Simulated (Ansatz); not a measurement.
The calculation used Ansatz 0.2.0, DFT, BLYP, plane waves (420 eV) with PAW, scalar-relativistic. The PAW files were generated under PBE, with cores re-solved for the functional.

An element in the fcc structure gives this curve. The cell is scaled uniformly from the relaxed one, with fractional coordinates and shape fixed. Energies are extrapolated to zero smearing, pressures are those at the given smearing. Magnetic state: spin not included.

```
V (Å³/atom)  E − E₀ (meV/atom)  P (GPa)
     49.561               31.4     1.73
     51.814               12.8     1.05
     54.067                2.8     0.49
     56.319                0.0     0.02
     58.572                3.1    -0.37
     60.825               11.0    -0.69
     63.078               23.0    -0.96
```

**Question.** Which element is it?
A. strontium
B. barium
C. lanthanum
D. sodium

**Answer.** A. Its fit is V₀ = 56.20 Å³/atom, B₀ = 10.5 GPa, B₀′ = 3.7.
